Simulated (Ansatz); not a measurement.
Molecule: methanedithione, CS₂ (charge 0, singlet). SMILES: S=C=S
Geometry: optimised at B3LYP-D3(BJ)/def2-TZVP (Ansatz, a quantum-chemistry and plane-wave program).

Quantity: enthalpy of formation at 298 K, in kcal/mol. Conventions: open shells spin-unrestricted; non-relativistic; 6-311+G** with 5d, 6d on Na to Ar in Ansatz; spin-orbit terms left out; 6-31G* and kin with 6d, 5d where marked; LANL2DZ with its own core potentials from Na on; dispersion terms only where a functional's name holds one. Ab initio and DFT rows: single points at B3LYP-D3(BJ) geometries (Ansatz), with unscaled harmonic terms from B3LYP/6-31G* at its own minima, enthalpies of formation by atomisation with measured atoms.

Measured values: G2/97 table in ASE (Curtiss et al.); they hold spin-orbit and core effects, anharmonicity. 

Value to compare with, the measured value: 28.0 kcal/mol.

| level | program | enthalpy of formation at 298 K (kcal/mol) | error |
|---|---|---|---|
| B3LYP/STO-3G | Ansatz | -6.9 | -34.9 |
| B3LYP/3-21G | Ansatz | 71.1 | 43.1 |
| B3LYP/LANL2DZ | Ansatz | 81.0 | 53.0 |
| B3LYP/6-31G | Ansatz | 74.8 | 46.8 |
| B3LYP/6-31G* | Ansatz | 34.5 | 6.5 |
| B3LYP/6-31+G* | Ansatz | 38.0 | 10.0 |
| B3LYP/def2-SVP | Ansatz | 28.7 | 0.7 |
| B3LYP/cc-pVDZ | Ansatz | 37.4 | 9.4 |
| B3LYP/6-311+G** | Ansatz | 36.8 | 8.8 |
| B3LYP/def2-TZVPD | Ansatz | 28.9 | 0.9 |

Among the 9 habitual levels, B3LYP/LANL2DZ lies farthest from the measured value (53.0 kcal/mol) and B3LYP/def2-SVP nearest (0.7); 8 of 9 lie above it, and their mean absolute error is 23.7 kcal/mol, the median 10.0. One case shows no general order.

The sets are all those run for this method; runs whose electronic state is in doubt are left out.
